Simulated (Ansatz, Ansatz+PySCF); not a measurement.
```xyz
5

C     0.0000    0.0000    0.0000
F     0.6988    0.6988    0.6988
F     0.6988   -0.6988   -0.6988
F    -0.6988    0.6988   -0.6988
F    -0.6988   -0.6988    0.6988
```

RHF-MP2 on singlet CF₄ was run in several spherical basis sets with Ansatz (development build ahead of 0.2.0). Frozen core: 5 orbitals. Caution for RHF-MP2: no unrestricted run beside it, a lower state can exist.

Rank the basis sets by the total energy that they give, lowest first, with the distance from the lowest.
A. def2-TZVP
B. cc-pVDZ
C. def2-SVP
D. cc-pVTZ
E. 6-31G(d)

A (0.00 eV), D (0.45 eV), B (12.41 eV), E (15.30 eV), C (22.58 eV).

Totals follow the description of the cores as much as that of the bonds, so this order isn't one of quality for chemistry.
